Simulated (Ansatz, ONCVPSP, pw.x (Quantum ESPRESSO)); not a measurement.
# N (Z = 7): one change to the ONCV potential, in the atom and in the bcc crystal

N, optimised norm-conserving Vanderbilt (ONCV), made with ONCVPSP 4.0.1 (LDA (Perdew-Wang 92), scalar-relativistic). Core [He], reference 2s2 2p2.5 (charge +0.5). Waves: 2s: rc 1.15 bohr, ncon 4, nbas 8, qcut 7.3 1/bohr, local; 2p: rc 1.40 bohr, ncon 4, nbas 9, qcut 10.5 1/bohr, 2 projectors, debl 3.9 Ha; d scattering state at 0.19 Ha: rc 1.15 bohr, ncon 4, nbas 8, qcut 8.1 1/bohr, 2 projectors, debl 3 Ha. Local part: the s channel. Core correction: Teter function fitted to the true core (icmod 2), fcfact 0.65.

Change: all radii but the core radius scaled by about 1.17 (s 1.34, p 1.64, d 1.34 bohr).

Cutoffs, loose and tight: the cutoffs (Ha) at which the residual kinetic energy of the hardest occupied pseudo-wave falls to 1 and 0.1 mHa per electron. They do not see the model core or the augmentation charge, which bear on the density cutoff. Test errors are all-electron minus pseudo excitation energies from the reference, over the configurations 2s2 2p3; 2s2 2p2; 2s2 2p1; 2s1 2p4; variants that change the core or the reference have their own tests.

Crystal test: bcc N in pw.x 7.5, no spin, 18³ k-points, Fermi–Dirac smearing 0.01 Ry, cutoffs set for each file from its atomic test. The reference is all-electron LAPW (Ansatz 0.2.0) with the same functional, mesh and smearing; V0 and B0 come from Birch–Murnaghan fits to the pressures at five volumes. Errors are pseudo minus all-electron; Δ is the rms difference of the E(V) curves that follow from these fits, minima aligned, over ±6 % about the mean V0. Mesh and smearing are coarse, so the numbers serve the comparison and aren't converged zero-temperature values; the lattice is a test structure that the element need not adopt. Spin polarisation is left out.

All-electron: a0 = 2.375 Å (V0 = 6.70 Å³/atom), B0 = 230.7 GPa.

Problem. Does the change bring the crystal closer to the all-electron result?

Solution. The mean pressure error goes from -0.64 to -1.46 GPa, so the change moves the solid further from the all-electron pressures. At 80 % of its cutoff the pressure of the base moves by -1.06 GPa. At 80 % of its cutoff the pressure of the changed file moves by -1.86 GPa.

| quantity | base | changed |
| --- | --- | --- |
| outcome (atom) | generated | generated |
| cutoff, loose (atom) | 33 Ha | 29 Ha |
| cutoff, tight (atom) | 45 Ha | 35 Ha |
| bound ghosts (atom) | none | none |
| largest test error (meV) (atom) | +72 | +126 |
| cutoffs in pw.x (Ry) | 105/420 | 85/340 |
| a0 (Å) | 2.373 | 2.370 |
| a0 error (%) | -0.09 | -0.21 |
| B0 error (%) | +0.1 | +0.2 |
| Δ (meV/atom) | 0.9 | 2.1 |
| mean pressure error (GPa) | -0.64 | -1.46 |
